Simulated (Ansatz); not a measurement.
A made-up structure of C3H5 (charge -1), singlet:

```
8
angstrom
C -0.5047 1.1130 -0.7514
C 0.2449 0.2296 0.2834
C 0.2989 -1.3058 0.5132
H -1.2270 0.6327 -1.6080
H -0.3907 2.3231 -0.7359
H 0.9304 0.8720 1.0767
H -0.3237 -2.0861 -0.1865
H 0.9719 -1.7784 1.4085
```

It is relaxed with PBE-D4/def2-SVPD and then PBE0-D4/def2-TZVPD (Ansatz 0.2.0). Atoms count as bonded within 1.22 times the sum of their covalent radii (H–H: 0.88 Å). The end point is not checked to be a true minimum.

(1) Does its bonding change? (A judgement: the text doesn't fix the answer.)

Results:

(1) Computed: No: no bond forms or breaks.

Where it ends: The first stage lowers the energy by 1.73 eV in 5 steps. It ends as C₃H₅ ([CH2][CH][CH2]), total charge -1:
| atom | x (Å) | y (Å) | z (Å) |
| --- | --- | --- | --- |
| C1 | -0.4505 | 0.9936 | -0.6707 |
| C2 | 0.2190 | 0.2052 | 0.2533 |
| C3 | 0.2669 | -1.1656 | 0.4582 |
| H4 | -1.0952 | 0.5640 | -1.4352 |
| H5 | -0.3492 | 2.0739 | -0.6574 |
| H6 | 0.8308 | 0.7787 | 0.9616 |
| H7 | -0.2894 | -1.8616 | -0.1670 |
| H8 | 0.8674 | -1.5882 | 1.2572 |

Labels in which every atom is bracketed show which atoms are joined, not bond orders.

For scale, one of the runs: PBE0-D4/def2-TZVPD relaxation, 156 basis functions, launched by `ansatz run in.yaml --threads 2 --pin off --events-out ev --progress --plain --max-ram 4352MiB`. Hardware: 2 CPU threads of an Intel Xeon 6975P-C, shared host. Wall time about 4.1 s.
